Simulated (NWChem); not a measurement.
Molecule: NaCl; SMILES [Cl][Na]

Results from NWChem. Pople sets run with spherical d functions. Structure relaxed at the PBE0/def2-SVP level.

For level PBE0/6-31G*:

```yaml
highest occupied level (eV): -6.39
orbital gap (eV): 4.67
dipole (D): 8.75
```

**Question.** Estimate the same quantities for level PBE0/STO-3G.

**Answer.** 
* **highest occupied level (eV)**: -2.01
* **orbital gap (eV)**: 8.06
* **dipole (D)**: 9.24
